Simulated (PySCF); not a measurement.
# H₅NSSi: spin-spin couplings and electronic excitations at several levels of theory, part 2 of 2

PySCF 2.14.0. Atoms count from 0. The steps go on from the part before.

## Step 8: Ultraviolet spectrum: B3LYP/def2-SVPD

What the job is given:

```
{"job": {"kind": "uv", "xc": "B3LYP", "basis": "def2-SVPD", "ip": true}, "charge": 0, "multiplicity": 1}
N     -0.988201    -0.646992     0.320317
Si     0.181129     0.604013     0.168609
S      1.442376     0.259792    -1.534343
H     -1.302691    -0.968983     1.227106
H     -1.640818    -0.870721    -0.421083
H     -0.328976     1.982374    -0.111569
H      0.919273     0.618172     1.466115
H      1.774533    -0.997991    -1.167274
```

With the program's defaults for keys left out, this is: TDDFT B3LYP/def2-SVPD, vertical, gas phase, core orbitals frozen in the response.

What it wrote:

```text
coarse grid: 7416 points
cycle   1  E = -745.1689428743  dE =  5.837e-02  |g| = 4.419e-01  |ddm| = 3.169e+00
cycle   2  E = -745.1195195418  dE =  4.942e-02  |g| = 6.422e-01  |ddm| = 1.233e+00
cycle   3  E = -745.2142398252  dE = -9.472e-02  |g| = 6.084e-02  |ddm| = 6.863e-01
cycle   4  E = -745.2151745772  dE = -9.348e-04  |g| = 2.268e-02  |ddm| = 1.108e-01
cycle   5  E = -745.2153325490  dE = -1.580e-04  |g| = 3.013e-03  |ddm| = 3.854e-02
cycle   6  E = -745.2153355564  dE = -3.007e-06  |g| = 8.854e-04  |ddm| = 6.213e-03
final grid: 61528 points
cycle   7  E = -745.2906123126  dE = -9.260e-06  |g| = 2.839e-03  |ddm| = 4.027e-02
cycle   8  E = -745.2906096848  dE =  2.628e-06  |g| = 4.491e-03  |ddm| = 8.109e-03
cycle   9  E = -745.2906141290  dE = -4.444e-06  |g| = 1.599e-04  |ddm| = 4.132e-03
cycle  10  E = -745.2906141358  dE = -6.825e-09  |g| = 8.301e-05  |ddm| = 4.527e-04
cycle  11  E = -745.2906141381  dE = -2.352e-09  |g| = 1.777e-05  |ddm| = 1.628e-04
cycle  12  E = -745.2906141382  dE = -9.823e-11  |g| = 4.239e-06  |ddm| = 3.153e-05
converged SCF energy = -745.2906141382

Static polarisability (au): isotropic 59.123, principal 52.482 56.396 68.490

Singlet excitations
state   eV       nm        f      main configurations
  1   5.9807    207.3   0.02577   H->L 0.68, H->L+1 0.17, H->L+2 0.10
  2   6.2195    199.3   0.02692   H->L+1 0.45, H-1->L 0.28, H->L 0.17
  3   6.3624    194.9   0.03113   H->L+2 0.69, H->L+1 0.24
  4   6.5232    190.1   0.00868   H-1->L 0.68, H->L+1 0.13
  5   6.7319    184.2   0.02768   H-1->L+1 0.79, H-1->L+2 0.12
  6   6.9654    178.0   0.05352   H-1->L+2 0.78, H-1->L+1 0.11
  7   7.3317    169.1   0.01059   H->L+3 0.94
  8   7.4429    166.6   0.03502   H->L+4 0.72, H->L+5 0.17
  9   7.5342    164.6   0.03620   H->L+5 0.76, H->L+4 0.17
 10   7.7338    160.3   0.02947   H-1->L+4 0.45, H-1->L+3 0.29, H-1->L+5 0.11

Triplet excitations (Tamm-Dancoff, eV): 5.6078 5.8653 6.0095 6.2456
Vertical ionisation energy (delta-SCF) = 9.3834 eV
```

Run time: 19 s. Hardware: 1 thread of Arm Neoverse V1, shared host; peak memory 0.5 GiB.

In short: HOMO -7.10 eV, LUMO -0.07 eV; lowest singlet 5.98 eV.

## Step 9: TDDFT and polarisability: PBE0/def2-SVPD

The job, as its differences from that of step 8:

```diff
@@ -1,2 +1,2 @@
-{"job": {"kind": "uv", "xc": "B3LYP", "basis": "def2-SVPD", "ip": true}, "charge": 0, "multiplicity": 1}
+{"job": {"kind": "uv", "xc": "PBE0", "basis": "def2-SVPD", "ip": true}, "charge": 0, "multiplicity": 1}
 N     -0.988201    -0.646992     0.320317
```

Method: TDDFT PBE0/def2-SVPD, vertical, gas phase, core orbitals frozen in the response.

What it wrote:

```text
coarse grid: 7416 points
cycle   1  E = -744.8133695284  dE =  4.384e-02  |g| = 3.904e-01  |ddm| = 3.136e+00
cycle   2  E = -744.7894992212  dE =  2.387e-02  |g| = 5.126e-01  |ddm| = 1.049e+00
cycle   3  E = -744.8494792225  dE = -5.998e-02  |g| = 4.889e-02  |ddm| = 5.441e-01
cycle   4  E = -744.8500706927  dE = -5.915e-04  |g| = 1.808e-02  |ddm| = 8.856e-02
cycle   5  E = -744.8501709162  dE = -1.002e-04  |g| = 2.479e-03  |ddm| = 3.140e-02
cycle   6  E = -744.8501728477  dE = -1.931e-06  |g| = 7.127e-04  |ddm| = 5.264e-03
final grid: 61528 points
cycle   7  E = -744.9230179895  dE = -9.762e-06  |g| = 5.731e-03  |ddm| = 3.978e-02
cycle   8  E = -744.9230103657  dE =  7.624e-06  |g| = 8.111e-03  |ddm| = 1.547e-02
cycle   9  E = -744.9230259703  dE = -1.560e-05  |g| = 5.246e-04  |ddm| = 8.304e-03
cycle  10  E = -744.9230260419  dE = -7.160e-08  |g| = 8.711e-05  |ddm| = 9.029e-04
cycle  11  E = -744.9230260440  dE = -2.144e-09  |g| = 3.223e-05  |ddm| = 2.023e-04
cycle  12  E = -744.9230260444  dE = -3.610e-10  |g| = 6.901e-06  |ddm| = 6.348e-05
converged SCF energy = -744.9230260444

Static polarisability (au): isotropic 58.478, principal 51.906 55.816 67.713

Singlet excitations
state   eV       nm        f      main configurations
  1   6.1729    200.9   0.01930   H->L 0.58, H->L+1 0.18, H->L+2 0.16
  2   6.4132    193.3   0.02818   H->L+1 0.31, H-1->L 0.29, H->L 0.24
  3   6.5312    189.8   0.03644   H->L+2 0.57, H->L+1 0.35
  4   6.7818    182.8   0.00777   H-1->L 0.64, H->L+1 0.13, H->L 0.09
  5   6.9760    177.7   0.02910   H-1->L+1 0.73, H-1->L+2 0.14
  6   7.1768    172.8   0.05710   H-1->L+2 0.69, H-1->L+1 0.14
  7   7.5774    163.6   0.01582   H->L+3 0.92
  8   7.6498    162.1   0.02965   H->L+4 0.61, H->L+5 0.24
  9   7.7669    159.6   0.04464   H->L+5 0.67, H->L+4 0.23
 10   7.9580    155.8   0.03200   H-1->L+4 0.50, H-1->L+3 0.14, H-1->L+5 0.14

Triplet excitations (Tamm-Dancoff, eV): 5.7442 6.0176 6.1277 6.4329
Vertical ionisation energy (delta-SCF) = 9.4224 eV
```

Wall time 21 s (1 thread of Arm Neoverse V1, shared host); peak memory 0.51 GiB.

This run: HOMO -7.34 eV, LUMO 0.20 eV; lowest singlet 6.17 eV.

## Step 10: Excited states and response: BHandHLYP/def2-SVPD

The job, as its differences from that of step 9:

```diff
@@ -1,2 +1,2 @@
-{"job": {"kind": "uv", "xc": "PBE0", "basis": "def2-SVPD", "ip": true}, "charge": 0, "multiplicity": 1}
+{"job": {"kind": "uv", "xc": "BHandHLYP", "basis": "def2-SVPD", "ip": true}, "charge": 0, "multiplicity": 1}
 N     -0.988201    -0.646992     0.320317
```

Level: TDDFT BHandHLYP/def2-SVPD, vertical, gas phase, core orbitals frozen in the response.

What it wrote:

```text
coarse grid: 7416 points
cycle   1  E = -745.1323515536  dE =  2.885e-02  |g| = 3.512e-01  |ddm| = 3.045e+00
cycle   2  E = -745.1426574659  dE = -1.031e-02  |g| = 3.158e-01  |ddm| = 8.957e-01
cycle   3  E = -745.1653266185  dE = -2.267e-02  |g| = 3.911e-02  |ddm| = 3.635e-01
cycle   4  E = -745.1656676632  dE = -3.410e-04  |g| = 1.605e-02  |ddm| = 7.049e-02
cycle   5  E = -745.1657481864  dE = -8.052e-05  |g| = 2.108e-03  |ddm| = 2.721e-02
cycle   6  E = -745.1657498177  dE = -1.631e-06  |g| = 4.068e-04  |ddm| = 5.077e-03
final grid: 61528 points
cycle   7  E = -745.2136498112  dE = -3.899e-06  |g| = 1.395e-03  |ddm| = 2.255e-02
cycle   8  E = -745.2136498015  dE =  9.703e-09  |g| = 1.538e-03  |ddm| = 4.561e-03
cycle   9  E = -745.2136503090  dE = -5.074e-07  |g| = 6.817e-05  |ddm| = 1.276e-03
cycle  10  E = -745.2136503117  dE = -2.778e-09  |g| = 3.372e-05  |ddm| = 4.357e-04
cycle  11  E = -745.2136503121  dE = -3.779e-10  |g| = 5.892e-06  |ddm| = 7.222e-05
converged SCF energy = -745.2136503121

Static polarisability (au): isotropic 56.596, principal 50.660 54.050 65.078

Singlet excitations
state   eV       nm        f      main configurations
  1   6.3044    196.7   0.01083   H->L 0.34, H->L+2 0.28, H->L+1 0.18
  2   6.7860    182.7   0.04016   H-1->L 0.30, H->L 0.26, H->L+2 0.24
  3   6.8506    181.0   0.03983   H->L+1 0.56, H-1->L 0.18, H->L+2 0.14
  4   7.3158    169.5   0.00980   H-1->L 0.31, H->L 0.27, H->L+1 0.18
  5   7.6024    163.1   0.05292   H-1->L+1 0.63, H-1->L 0.11
  6   7.8761    157.4   0.03692   H-1->L+2 0.57, H->L+3 0.10
  7   7.9665    155.6   0.03727   H->L+3 0.49, H->L+4 0.18, H->L+2 0.16
  8   8.1358    152.4   0.03804   H->L+5 0.47, H->L+3 0.12, H->L+4 0.10
  9   8.2084    151.0   0.06850   H->L+4 0.42, H->L+5 0.22, H->L+3 0.10
 10   8.3978    147.6   0.01353   H-1->L+5 0.23, H-1->L+3 0.13, H-1->L+4 0.11

Triplet excitations (Tamm-Dancoff, eV): 5.8402 6.3796 6.4451 6.8969
Vertical ionisation energy (delta-SCF) = 9.5852 eV
```

Run time: 18 s. Hardware: 1 thread of Arm Neoverse V1, shared host; peak memory 0.5 GiB.

In short: HOMO -8.44 eV, LUMO 0.77 eV; lowest singlet 6.30 eV.

## Step 11: Excited states and response: CAM-B3LYP/def2-SVPD

The job, as its differences from that of step 10:

```diff
@@ -1,2 +1,2 @@
-{"job": {"kind": "uv", "xc": "BHandHLYP", "basis": "def2-SVPD", "ip": true}, "charge": 0, "multiplicity": 1}
+{"job": {"kind": "uv", "xc": "CAM-B3LYP", "basis": "def2-SVPD", "ip": true}, "charge": 0, "multiplicity": 1}
 N     -0.988201    -0.646992     0.320317
```

With the program's defaults for keys left out, this is: TDDFT CAM-B3LYP/def2-SVPD, vertical, gas phase, core orbitals frozen in the response.

What it wrote:

```text
coarse grid: 7416 points
cycle   1  E = -745.1206951532  dE =  2.880e-02  |g| = 3.914e-01  |ddm| = 3.079e+00
cycle   2  E = -745.1255119273  dE = -4.817e-03  |g| = 3.993e-01  |ddm| = 9.968e-01
cycle   3  E = -745.1605155973  dE = -3.500e-02  |g| = 4.371e-02  |ddm| = 4.229e-01
cycle   4  E = -745.1609696519  dE = -4.541e-04  |g| = 1.759e-02  |ddm| = 7.894e-02
cycle   5  E = -745.1610634317  dE = -9.378e-05  |g| = 2.420e-03  |ddm| = 2.958e-02
cycle   6  E = -745.1610657633  dE = -2.332e-06  |g| = 4.978e-04  |ddm| = 6.343e-03
final grid: 61528 points
cycle   7  E = -745.2374831216  dE = -6.360e-06  |g| = 2.040e-03  |ddm| = 2.142e-02
cycle   8  E = -745.2374828156  dE =  3.060e-07  |g| = 2.468e-03  |ddm| = 5.618e-03
cycle   9  E = -745.2374840926  dE = -1.277e-06  |g| = 7.001e-05  |ddm| = 1.994e-03
cycle  10  E = -745.2374840958  dE = -3.146e-09  |g| = 3.318e-05  |ddm| = 4.972e-04
cycle  11  E = -745.2374840961  dE = -3.785e-10  |g| = 7.316e-06  |ddm| = 8.144e-05
converged SCF energy = -745.2374840961

Static polarisability (au): isotropic 58.006, principal 51.801 55.421 66.798

Singlet excitations
state   eV       nm        f      main configurations
  1   6.1570    201.4   0.01321   H->L 0.37, H->L+2 0.27, H->L+1 0.16
  2   6.5205    190.1   0.03132   H-1->L 0.44, H->L 0.25, H->L+2 0.11
  3   6.6342    186.9   0.04276   H->L+1 0.52, H->L+2 0.27
  4   7.1031    174.5   0.00456   H-1->L 0.35, H->L 0.20, H->L+1 0.19
  5   7.3185    169.4   0.05544   H-1->L+1 0.64
  6   7.5616    164.0   0.03583   H-1->L+2 0.58
  7   7.7528    159.9   0.03113   H->L+3 0.64, H->L+2 0.12, H->L+4 0.09
  8   7.8763    157.4   0.01862   H->L+5 0.43, H->L+4 0.14
  9   8.0255    154.5   0.07726   H->L+4 0.42, H->L+5 0.21
 10   8.1463    152.2   0.02133   H-1->L+5 0.27, H-1->L+4 0.14, H->L+7 0.09

Triplet excitations (Tamm-Dancoff, eV): 5.7265 6.1357 6.2550 6.7235
Vertical ionisation energy (delta-SCF) = 9.6342 eV
```

It took 23 s on 1 thread of Arm Neoverse V1, shared host; peak memory 0.51 GiB.

In short: HOMO -8.66 eV, LUMO 0.92 eV; lowest singlet 6.16 eV.

## Step 12: Run by run: spin-spin couplings

Couplings (Hz), each a mean over the pairs like the one named, with basis size and wall time:

| run | Si1–H5 | N0–H3 | S2–H7 | Si1–S2 | H5–H6 | N0–Si1 | S2–H5 | functions | time |
| --- | --- | --- | --- | --- | --- | --- | --- | --- | --- |
| B3LYP/def2-TZVP | -193.4 | -78.1 | 23.8 | 17.5 | 15.5 | 14.0 | 7.5 | 135 | 13 s |
| B3LYP/cc-pVTZ | -180.9 | -70.5 | 17.7 | 20.1 | 15.1 | 12.5 | 7.8 | 168 | 18 s |
| B3LYP/6-31G* | -203.6 | -78.6 | 25.9 | 12.5 | 15.0 | 19.2 | 7.1 | 60 | 4.7 s |

## Step 13: Comparing the runs: electronic excitations

Excitations and ground-state properties, with basis size and wall time:

| run | lowest singlet (eV) | brightest (eV) | f | gap (eV) | α (Å³) | μ (D) | functions | time |
| --- | --- | --- | --- | --- | --- | --- | --- | --- |
| HF/def2-SVPD | 6.65 | 9.07 | 0.078 | 12.50 | 8.01 | 2.35 | 111 | 3.7 s |
| LDA/def2-SVPD | 5.61 | 7.21 | 0.046 | 5.50 | 9.21 | 2.24 | 111 | 15 s |
| PBE/def2-SVPD | 5.64 | 6.36 | 0.043 | 5.54 | 9.06 | 2.21 | 111 | 21 s |
| B3LYP/def2-SVPD | 5.98 | 6.97 | 0.054 | 7.02 | 8.76 | 2.20 | 111 | 19 s |
| PBE0/def2-SVPD | 6.17 | 7.18 | 0.057 | 7.54 | 8.67 | 2.26 | 111 | 21 s |
| BHandHLYP/def2-SVPD | 6.30 | 8.21 | 0.069 | 9.21 | 8.39 | 2.25 | 111 | 18 s |
| CAM-B3LYP/def2-SVPD | 6.16 | 8.03 | 0.077 | 9.57 | 8.60 | 2.25 | 111 | 23 s |

## Step 14: What came out

What follows sums up all 2 parts.

| quantity | value |
| --- | --- |
| largest coupling of the table (B3LYP/def2-TZVP) | 1J(Si,H) Si1–H5, -193.4 Hz |
| lowest singlet (HF/def2-SVPD) | 6.65 eV (186 nm), f = 0.005 |
| brightest single state of those computed | state 9, 9.07 eV, f = 0.078 |
| lowest triplet | 6.04 eV |
| vertical ionisation energy (ΔSCF) | 8.75 eV |
| range of J(Si1,H5), mean over like pairs | -203.6 to -180.9 Hz |
| range of the lowest singlet | 5.61 to 6.65 eV |

What this shows: Single values in the summary come from the first run of each kind that ended normally (B3LYP/def2-TZVP; HF/def2-SVPD), which need not be the best level. In the run at B3LYP/def2-TZVP, the largest coupling of the table is Si1–H5 (mean over like pairs), -193.4 Hz, of which the Fermi-contact term gives -193.7 Hz. The first singlet state (HOMO→LUMO+4 0.23, HOMO→LUMO+7 0.18) lies at 6.65 eV and is weak; of the 10 states computed, the strongest absorption comes from states 5 to 6 together at 8.59 eV (the last state computed is bright too, and its partners may lie past the list). The lowest triplet lies 0.62 eV below the lowest singlet (triplets in Tamm-Dancoff, singlets in full TDDFT). At HF/def2-SVPD, the highest states lie near or above the ionisation energy, where they hang on the basis. ΔSCF puts the ionisation energy at 8.75 eV, 1.43 eV below −ε(HOMO). The coupling Si1–H5, as a mean over pairs of its kind, runs from -203.6 Hz (B3LYP/6-31G*) to -180.9 Hz (B3LYP/cc-pVTZ). The lowest singlet runs from 5.61 eV (LDA/def2-SVPD) to 6.65 eV (HF/def2-SVPD), while the orbital gap spans 5.50 to 12.50 eV: the excitation energy moves far less from run to run than the orbital gap does. The lowest state need not be the same one in every run. The runs solved for a few states only, so the brightest column depends on that window. Couplings from bases without tight functions are rough.
